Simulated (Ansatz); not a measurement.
Born–Oppenheimer molecular dynamics of ClH5OSi (8 atoms, charge 0, multiplicity 1). It starts at the highest image of a converged band. Of that band: Neighbouring images differ by up to 1.7 eV, so the band resolves the path poorly. A vibrational analysis at the climbing image gives one clearly imaginary mode, 1300i cm⁻¹: a first-order saddle point.

These are results of Ansatz 0.2.0, RKS PBE0/def2-SVP, not measurements.

* ensemble: NVE (velocity Verlet)
* time step: 0.5 fs
* steps asked: 200
* starting velocities drawn for: 100 K
* seed: 8264

First frame:

```xyz
8
Properties=species:S:1:pos:R:3
Si 0.146 0.039 0.043
O -0.070 0.316 1.880
H -0.912 0.300 2.364
Cl 1.806 -0.743 -0.964
H -0.670 0.990 -0.764
H -0.668 -1.218 0.113
H 1.141 1.337 0.569
H 0.596 1.181 1.505
```

Q: How far do the bonds stretch over the last three quarters of this one trajectory? (Pairs bonded in most of those frames.)

A: 
```csv
bond,mean (Å),spread (Å),shortest,longest
Si1–Cl4,2.078,0.028,2.04,2.12
Si1–H5,1.494,0.013,1.47,1.52
Si1–H6,1.491,0.026,1.45,1.55
Si1–H7,1.491,0.029,1.44,1.56
O2–H3,0.967,0.005,0.95,0.98
O2–H8,0.966,0.006,0.95,0.98
```

Mean temperature of the second half: 1767 K. The conserved energy stayed within 0.05 meV per atom of its start (net change 0.015 meV per atom), so the integration is sound. The kinetic energy rose, since the run started high on the potential surface and went downhill. It ends in pieces (ClH3Si + H2O), so much of that is their flight and rotation, not heat. A run of 0.1 ps of so small a system gives no equilibrium averages. The orbitals stay closed-shell, which can raise the energy where a bond breaks towards radicals; this wasn't checked here.

The run took 6.3 min on 1 thread of Arm Neoverse V2, with other jobs on the host, peak memory 0.14 GiB.
